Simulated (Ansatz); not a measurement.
## Relaxing NiCl

Computed with DFT PBE, scalar-relativistic, plane waves, PAW in Ansatz 0.2.0. Cutoff 420 eV, Γ-centred k mesh, Gaussian smearing, collinear spin, first started from parallel moments.

The start puts NiCl on the hexagonal BN structure type (P6_3/mmc, No. 194), with Ni in place of B, Cl in place of N, at a guessed volume.

```
Ni Cl
1.0
     3.45803    0.00000    0.00000
    -1.72902    2.99475    0.00000
     0.00000    0.00000    9.19918
Ni Cl
2 2
Direct
  0.33333 0.66667 0.25000
  0.66667 0.33333 0.75000
  0.33333 0.66667 0.75000
  0.66667 0.33333 0.25000
```

Cell and atoms relax at zero pressure; the relaxation can't lower the symmetry of the start. After a coarse first stage the cell is made exact in the group found at 0.06 Å.

Formation energies are uncorrected and refer to the elements' standard structures at the same level (Cl₂ as a molecule).

**Question.** What does it relax into?

**Answer.** It keeps P6_3/mmc (No. 194). The result has the hexagonal BN structure. Conventional cell: a = 3.750 Å, c = 8.133 Å. Ni is coordinated by 3 Cl at 2.17 Å; Cl is coordinated by 3 Ni at 2.17 Å.

```
Ni Cl
1.0
     3.74996    0.00000    0.00000
    -1.87498    3.24756    0.00000
     0.00000    0.00000    8.13327
Ni Cl
2 2
Direct
  0.33333 0.66667 0.25000
  0.66667 0.33333 0.75000
  0.33333 0.66667 0.75000
  0.66667 0.33333 0.25000
```

**Question.** What are its volume, energy, gap and moment?

**Answer.** The volume per atom is 24.8 Å³ and the density is 3.2 g/cm³. The energy over the elements is -0.01 eV/atom, the gap on the 12×12×6 mesh is 0 eV (a metal) and the net moment per atom is 0.31 μB. The largest site moment is 0.54 μB.

The final run used a 12×12×6 mesh on its 4-atom cell and 0.10 eV smearing. For metals, differences of a few meV/atom aren't resolved. Weakly bound directions are ill-defined at this level, which has no dispersion term. Symmetry constrained the relaxation, so the result can be a saddle point.

Cost: 4 runs of about 5.1 core-minutes in all, on Intel Xeon Platinum 8488C (Sapphire Rapids) (shared hosts).